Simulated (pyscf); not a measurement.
One substitution at O on the doublet surface with elements of a group swapped. ωB97M-D3(BJ)/def2-TZVP, kcal/mol, from the separated reactants. Optimised with ωB97X-D3(BJ)/def2-SVP in PySCF.

```csv
step,barrier,reaction energy,imaginary mode (i cm⁻¹)
HO–Sb•–OH + H₂O → HO–Sb(OH)–OH + H•,42.4,+31.0,1608
H₂O + HO–As•–OH → HO–As(OH)–OH + H•,43.7,+27.8,1690
HO–Bi•–OH + H₂O → HO–Bi(OH)–OH + H•,?,?,1402
```

Problem. Complete the blanks.

Solution. 
- HO–Bi•–OH + H₂O → HO–Bi(OH)–OH + H•, barrier: 47.2
- HO–Bi•–OH + H₂O → HO–Bi(OH)–OH + H•, reaction energy: +38.8

Row 1: On the reactant side the descent ends in a bound adduct, 10.2 kcal/mol under the separated species and 51.3 kcal/mol under the saddle at ωB97X-D3(BJ)/def2-TZVP. Row 2: On the reactant side the descent ends in a bound adduct, 9.8 kcal/mol under the separated species and 54.0 kcal/mol under the saddle at ωB97X-D3(BJ)/def2-TZVP. Row 3: On the reactant side the descent ends in a bound adduct (not fully relaxed), 10.6 kcal/mol under the separated species and 55.3 kcal/mol under the saddle at ωB97X-D3(BJ)/def2-TZVP. Each row is the saddle that its search found. Elements up to Kr have no core potential and no relativistic terms here. Elements past Kr carry the def2 core potentials, without spin-orbit coupling.
